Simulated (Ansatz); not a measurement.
# SiNH4 (SMILES [NH][SiH3]): methods side by side

SiNH4: 6 atoms, total charge 0, spin state doublet. SMILES: `[NH][SiH3]`. The shape is that of a PBE0-D4/def2-TZVP optimisation.

| atom | x (Å) | y (Å) | z (Å) |
| --- | --- | --- | --- |
| N | 0.5921 | -0.8352 | 0.9095 |
| Si | -0.2037 | 0.3476 | -0.1100 |
| H | 0.9228 | -1.6407 | 0.3727 |
| H | -1.3106 | -0.2823 | -0.8855 |
| H | 0.7895 | 0.9118 | -1.0689 |
| H | -0.7481 | 1.4348 | 0.7362 |

Each level gives the energy change with the N1–Si2 bond stretched from 1.753 to 3.505 Å (eV). The values are calculated.

```json
{"level": "UHF/STO-3G", "kind": "Hartree–Fock", "program": "Ansatz", "value (eV)": "2.52", "less FCI/STO-3G": "-0.62", "CPU time (all runs)": "0.27 s"}
{"level": "U-revPBE/STO-3G", "kind": "GGA", "program": "Ansatz", "value (eV)": "3.82", "less FCI/STO-3G": "+0.68", "CPU time (all runs)": "7.7 s"}
{"level": "U-r2SCAN/STO-3G", "kind": "meta-GGA", "program": "Ansatz", "value (eV)": "3.88", "less FCI/STO-3G": "+0.74", "CPU time (all runs)": "11 s"}
{"level": "UBHLYP/STO-3G", "kind": "global hybrid", "program": "Ansatz", "value (eV)": "3.72", "less FCI/STO-3G": "+0.58", "CPU time (all runs)": "4.7 s"}
{"level": "U-wB97X/STO-3G", "kind": "range-separated hybrid", "program": "Ansatz", "value (eV)": "3.86", "less FCI/STO-3G": "+0.72", "CPU time (all runs)": "23 s"}
{"level": "UB2PLYP/STO-3G", "kind": "double hybrid", "program": "Ansatz", "value (eV)": "3.63", "less FCI/STO-3G": "+0.49", "CPU time (all runs)": "5.1 s"}
{"level": "UCCSD/STO-3G", "kind": "coupled cluster or CI", "program": "Ansatz", "value (eV)": "3.14", "less FCI/STO-3G": "0.00", "CPU time (all runs)": "0.6 s"}
{"level": "UCCSDTQ/STO-3G", "kind": "coupled cluster or CI", "program": "Ansatz", "value (eV)": "3.14", "less FCI/STO-3G": "0.00", "CPU time (all runs)": "1.8 min"}
{"level": "FCI/STO-3G", "kind": "exact in the basis", "program": "Ansatz", "value (eV)": "3.14", "less FCI/STO-3G": "0.00", "CPU time (all runs)": "13 s"}
```

FCI/STO-3G is exact within its basis and frozen core, so for wave-function methods in that basis the difference is their error; functionals converge differently with the basis, so for them it is only a difference. The first shape isn't each level's own minimum. The values span 2.52 to 3.88 eV. Spin contamination of the reference (⟨S²⟩ at least 0.1 too high) touches UHF/STO-3G, U-revPBE/STO-3G, U-r2SCAN/STO-3G, UBHLYP/STO-3G, U-wB97X/STO-3G, UB2PLYP/STO-3G, UCCSD/STO-3G, UCCSDTQ/STO-3G. All rows use very small basis sets, so even the best lies far from the true value. Times are those of the runs behind each value, whatever else they computed, on shared processors of several kinds: orders of magnitude only.
